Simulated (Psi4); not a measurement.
**AlH2F (SMILES [H][Al]([H])[F]), step by step**

Aim: a structure relaxation (B97-3c/def2-mTZVP), then vibrational wavenumbers, then the energy (SCS-MP2/aug-cc-pVDZ) of AlH2F. 

Program for the calculation: Psi4 1.11.

## Step 1: The structure to begin with

The species is AlH2F (4 atoms), meant as a singlet with charge 0. SMILES: `[H][Al]([H])[F]`. The shape comes from GFN2-xTB, which is rough for such elements, and wasn't checked as a minimum. The run starts from this shape.

Bond lengths: Al1–F4 1.642 Å, Al1–H2 1.528 Å, Al1–H3 1.528 Å. Angles: H2–Al1–F4 119.2°, H3–Al1–F4 119.2°, H2–Al1–H3 121.7°.

## Step 2: A geometry optimisation at B97-3c/def2-mTZVP (density fitting) (run 1)

Input file alfh2.xyz:

```xyz
4
AlFH2
Al     0.019600     0.032680     0.000940
H      1.546910    -0.017870     0.014080
H     -0.738990     1.358820    -0.019420
F     -0.827520    -1.373630     0.004400
```

Input file run.py:

```python
import psi4

psi4.set_memory('1600 MB')
psi4.set_num_threads(1)
psi4.set_output_file('alfh2.out', False)

with open('alfh2.xyz') as f:
    atoms = ''.join(f.readlines()[2:])
molecule = psi4.geometry('0 1\n' + atoms + '')

psi4.set_options({
    'geom_maxiter': 60,
})

result = psi4.optimize("b97-3c")
print(f'total energy {result:.8f} hartree = {result * 27.211386:.5f} eV')
print(molecule.to_string(dtype='xyz', units='Angstrom'))
```

Launch:

```sh
$ python run.py
```

alfh2.out:

```text
[...]
  Running in c1 symmetry.
[...]
  Nuclear repulsion =   50.398213572615205
[...]
  Multiplicity = 1
[...]
  Nalpha       = 12
  Nbeta        = 12
[...]
    Number of basis functions: 47
[...]
   @DF-RKS iter   1:  -343.31190804829794   -3.79640e-01   1.25595e-02 DIIS/ADIIS
[...]
   @DF-RKS iter   6:  -343.43213113839812   -7.95808e-13   2.56135e-09 DIIS
[...]
  @DF-RKS Final Energy:  -343.43213113839812
   => Energetics <=
    Nuclear Repulsion Energy =             49.6128843368245569
    One-Electron Energy =                -577.0137512786374145
    Two-Electron Energy =                 213.7552929204239831
    DFT Exchange-Correlation Energy =     -29.7783469448844400
    Empirical Dispersion Energy =          -0.0082101721247805
    VV10 Nonlocal Energy =                  0.0000000000000000
    Total Energy =                       -343.4321311383981197
[...]
 Multipole Moments:
 ------------------------------------------------------------------------------------
     Multipole            Electronic (a.u.)      Nuclear  (a.u.)        Total (a.u.)
 ------------------------------------------------------------------------------------
 L = 1.  Multiply by 2.5417464519 to convert [e a0] to [Debye]
 Dipole X            :         -1.2172718            1.5065205            0.2892487
 Dipole Y            :         -2.0207971            2.5009760            0.4801790
 Dipole Z            :          0.0059928           -0.0075281           -0.0015353
 Magnitude           :                                                    0.5605702
[...]
  -Total Gradient:
     Atom            X                  Y                   Z
    ------   -----------------  -----------------  -----------------
       1        0.000043799427     0.000072524894    -0.000003848982
       2       -0.000029525841    -0.000021574388     0.000001176066
       3       -0.000005325163    -0.000036140369     0.000001530657
       4       -0.000098063711    -0.000162749612     0.000001580351
[...]
    Final optimized geometry and variables:
    Molecular point group: c1
    Full point group: C1
    Geometry (in Angstrom), charge = 0, multiplicity = 1:
    AL           0.323825098696     0.537581576788    -0.001642220575
    H            1.897514355909     0.429867375325     0.014152536667
    H           -0.507155303738     1.878269297752    -0.021090174256
    F           -0.533652115242    -0.885915295086     0.002700309185
[...]
```

On the terminal:

```text
Optimizer: Optimization complete!
total energy -343.43213114 hartree = -9345.26429 eV
4
0 1 AlFH2
Al                    0.323825098696     0.537581576788    -0.001642220575
H                     1.897514355909     0.429867375325     0.014152536667
H                    -0.507155303738     1.878269297752    -0.021090174256
F                    -0.533652115242    -0.885915295086     0.002700309185
```

Wall time 8.7 s (1 thread of AMD EPYC 9R45 (Zen 5), shared host); peak memory 0.35 GiB.

Steps, from the record of the run:

```
step  energy from the first frame kept (eV)  largest force (eV/Å)
   0                                 0.0000                0.7787
   1                                -0.0461                0.2736
   2                                -0.0363                0.3695
   3                                -0.0480                0.1479
   4                                -0.0487                0.0248
   5                                -0.0487                0.0098
```

After the run. Bond lengths: Al1–F4 1.662 Å, Al1–H2 1.577 Å, Al1–H3 1.577 Å. Angles: H2–Al1–F4 117.1°, H3–Al1–F4 117.1°, H2–Al1–H3 125.7°.

## Step 3: Vibrational wavenumbers at B97-3c/def2-mTZVP (density fitting) (run 2)

Input file job.inp:

```
memory 1600 mb

molecule geom {
  0 1
  Al
  H 1 r2
  H 1 r3 2 a3
  F 1 r4 2 a4 3 d4

  r2 = 1.57745
  r3 = 1.577451
  a3 = 125.71042
  r4 = 1.661815
  a4 = 117.14479
  d4 = -179.99517
  symmetry c1
}

set {
  t                          298.15
  rotational_symmetry_number 2
}

energy_value, wavefunction = frequency("b97-3c", return_wfn=True)
```

Launch:

```sh
$ psi4 -n 1 job.inp job.out
```

job.out:

```text
[...]
  Running in c1 symmetry.
[...]
  Nuclear repulsion =   49.612885826290089
[...]
  Multiplicity = 1
[...]
  Nalpha       = 12
  Nbeta        = 12
[...]
    Number of basis functions: 47
[...]
   @DF-RKS iter   1:  -343.31624893533791   -4.03251e-01   1.24731e-02 ADIIS/DIIS
[...]
   @DF-RKS iter  10:  -343.43213043778712   -8.52651e-13   5.52723e-09 DIIS
[...]
    Orbital Energies [Eh]
    ---------------------
    Doubly Occupied:
       1A    -55.380251     2A    -24.202468     3A     -3.988665
       4A     -2.597798     5A     -2.589326     6A     -2.586775
       7A     -1.046693     8A     -0.411046     9A     -0.350240
      10A     -0.349868    11A     -0.339328    12A     -0.276728
[...]
  @DF-RKS Final Energy:  -343.43213043778712
   => Energetics <=
    Nuclear Repulsion Energy =             49.6158168833122843
    One-Electron Energy =                -577.0199375828487973
    Two-Electron Energy =                 213.7588368959061143
    DFT Exchange-Correlation Energy =     -29.7786305708594341
    Empirical Dispersion Energy =          -0.0082160632973161
    VV10 Nonlocal Energy =                  0.0000000000000000
    Total Energy =                       -343.4321304377871229
[...]
  -Total Gradient:
     Atom            X                  Y                   Z
    ------   -----------------  -----------------  -----------------
       1        0.000003633287     0.000368145616    -0.000237353088
       2       -0.000001266647     0.000008659653    -0.000037874015
       3       -0.000001266010    -0.000320586720     0.000277277429
       4       -0.000001100387    -0.000214800169    -0.000078525115
[...]
  ==> Harmonic Vibrational Analysis <==
[...]
  Freq [cm^-1]                 549.6110            617.3137            758.4153
[...]
  IR activ [km/mol]            117.3828            288.5961            27.5485
[...]
  Freq [cm^-1]                 824.3606           1932.4055           1946.6599
[...]
  IR activ [km/mol]            293.2991            56.7163             280.5613
[...]
  Total E_0, Enthalpy at 0 [K]                                                         -343.41702970 [Eh]
[...]
  Total H, Enthalpy at  298.15 [K]                                                     -343.41274791 [Eh]
[...]
  Total G, Gibbs energy at  298.15 [K]                                                 -343.44014985 [Eh]
[...]
```

The script printed:

```text
Warning: used thermodynamics relations inappropriate for low-frequency modes: ['549.6110' '617.3137']
```

It took 26 s on 1 thread of AMD EPYC 9R45 (Zen 5), shared host; peak memory 0.34 GiB.

## Step 4: The energy at SCS-MP2/aug-cc-pVDZ (density fitting) (run 3)

Input file job.py:

```python
import psi4

psi4.set_memory('1600 MB')
psi4.set_num_threads(1)
psi4.core.set_output_file('output.dat', False)

m = psi4.geometry("""
0 1
Al     0.024246     0.040378     0.000516
H      1.597935    -0.067336     0.016311
H     -0.806734     1.381066    -0.018932
F     -0.833231    -1.383119     0.004858
units angstrom
""")

psi4.set_options(dict(basis='aug-cc-pVDZ', reference='rhf', freeze_core=True))

E, wfn = psi4.energy('scs-mp2', return_wfn=True)
print(f'total energy {E:.8f} hartree = {E * 27.211386:.5f} eV')
for k, v in sorted(psi4.core.scalar_variables().items()):
    print(f'{k:45s} {v:18.10f}')
```

Launch:

```sh
$ python job.py
```

output.dat:

```text
[...]
  Running in c1 symmetry.
[...]
  Nuclear repulsion =   49.612884992942668
[...]
  Multiplicity = 1
[...]
  Nalpha       = 12
  Nbeta        = 12
[...]
    Number of basis functions: 68
[...]
   @RHF iter   1:  -342.54337289484977   -8.86546e-01   5.50316e-03 ADIIS/DIIS
[...]
   @RHF iter   9:  -342.59399098825384   -5.00222e-12   2.77267e-09 DIIS
[...]
    Orbital Energies [Eh]
    ---------------------
    Doubly Occupied:
       1A    -58.513052     2A    -26.264234     3A     -4.924975
       4A     -3.240992     5A     -3.238692     6A     -3.237184
       7A     -1.540149     8A     -0.678332     9A     -0.622415
      10A     -0.617212    11A     -0.531372    12A     -0.443571
[...]
  @RHF Final Energy:  -342.59399098825384
   => Energetics <=
    Nuclear Repulsion Energy =             49.6128849929426679
    One-Electron Energy =                -576.7093941453892967
    Two-Electron Energy =                 184.5025181641927929
    Total Energy =                       -342.5939909882538359
[...]
 Multipole Moments:
 ------------------------------------------------------------------------------------
     Multipole            Electronic (a.u.)      Nuclear  (a.u.)        Total (a.u.)
 ------------------------------------------------------------------------------------
 L = 1.  Multiply by 2.5417464519 to convert [e a0] to [Debye]
 Dipole X            :         -1.1790641            1.5065204            0.3274563
 Dipole Y            :         -1.9573689            2.5009766            0.5436077
 Dipole Z            :          0.0057934           -0.0075275           -0.0017340
 Magnitude           :                                                    0.6346180
[...]
	SCS-MP2 Total Energy (a.u.)        :  -342.87392162673666
	SOS-MP2 Total Energy (a.u.)        :  -342.85216571013154
	SCSN-MP2 Total Energy (a.u.)       :  -342.70886222792910
[...]
	SOS-PI-MP2 Total Energy (a.u.)     :  -342.89519483044450
[...]
	MP2 Total Energy (a.u.)            :  -342.87440433963411
[...]
```

On the terminal:

```text
total energy -342.87392163 hartree = -9330.07463 eV
CURRENT CORRELATION ENERGY                         -0.2799306385
CURRENT ENERGY                                   -342.8739216267
CURRENT REFERENCE ENERGY                         -342.5939909883
DD SOLVATION ENERGY                                 0.0000000000
HF KINETIC ENERGY                                 342.4376284132
HF POTENTIAL ENERGY                              -685.0316194015
HF TOTAL ENERGY                                  -342.5939909883
HF VIRIAL RATIO                                     2.0004566162
MP2 CORRELATION ENERGY                             -0.2804133514
MP2 DOUBLES ENERGY                                 -0.2804133514
MP2 OPPOSITE-SPIN CORRELATION ENERGY               -0.2151456016
MP2 SAME-SPIN CORRELATION ENERGY                   -0.0652677498
MP2 SINGLES ENERGY                                  0.0000000000
MP2 TOTAL ENERGY                                 -342.8744043396
NUCLEAR REPULSION ENERGY                           49.6128849929
ONE-ELECTRON ENERGY                              -576.7093941454
PCM POLARIZATION ENERGY                             0.0000000000
PE ENERGY                                           0.0000000000
SCF ITERATION ENERGY                             -342.5939909883
SCF ITERATIONS                                      9.0000000000
SCF TOTAL ENERGY                                 -342.5939909883
SCS(N)-MP2 CORRELATION ENERGY                      -0.1148712397
SCS(N)-MP2 TOTAL ENERGY                          -342.7088622279
SCS-MP2 CORRELATION ENERGY                         -0.2799306385
SCS-MP2 TOTAL ENERGY                             -342.8739216267
SCS-MP2-VDW CORRELATION ENERGY                     -0.3080202449
SCS-MP2-VDW TOTAL ENERGY                         -342.9020112332
SOS-MP2 CORRELATION ENERGY                         -0.2581747219
SOS-MP2 TOTAL ENERGY                             -342.8521657101
SOS-PI-MP2 CORRELATION ENERGY                      -0.3012038422
SOS-PI-MP2 TOTAL ENERGY                          -342.8951948304
TWO-ELECTRON ENERGY                               184.5025181642
```

Wall time 2.1 s (1 thread of AMD EPYC 9R45 (Zen 5), shared host); peak memory 0.31 GiB.

## Step 5: What came out

| quantity | value |
| --- | --- |
| run 1, B97-3c/def2-mTZVP: total energy at the end | -343.43213 Eh |
| run 1, B97-3c/def2-mTZVP: dipole moment | 1.42 D |
| run 1, B97-3c/def2-mTZVP: HOMO energy | -7.53 eV |
| run 1, B97-3c/def2-mTZVP: LUMO energy | -2.00 eV |
| run 1, B97-3c/def2-mTZVP: HOMO–LUMO gap | 5.53 eV |
| run 2, B97-3c/def2-mTZVP: lowest harmonic wavenumber | 550 cm⁻¹ |
| run 2, B97-3c/def2-mTZVP: highest harmonic wavenumber | 1947 cm⁻¹ |
| run 2, B97-3c/def2-mTZVP: zero-point energy | 39.6 kJ/mol |
| run 2, B97-3c/def2-mTZVP: ideal-gas entropy at 298.15 K (symmetry number 2 as used) | 57.7 cal/(mol K) |
| run 3, SCS-MP2/aug-cc-pVDZ: total energy | -342.87392 Eh |
| run 3, SCS-MP2/aug-cc-pVDZ: HOMO energy (Hartree–Fock orbitals) | -12.07 eV |
| run 3, SCS-MP2/aug-cc-pVDZ: LUMO energy (Hartree–Fock orbitals) | 0.51 eV |
| run 3, SCS-MP2/aug-cc-pVDZ: HOMO–LUMO gap (Hartree–Fock orbitals) | 12.58 eV |
| run 3, SCS-MP2/aug-cc-pVDZ: correlation energy (6 core orbitals frozen) | -279.9 mEh |

In words: The optimisation (run 1, B97-3c/def2-mTZVP) took 6 steps and changed the energy by -0.049 eV. All 6 modes (run 2, B97-3c/def2-mTZVP) are real, so the shape is a minimum at this level.
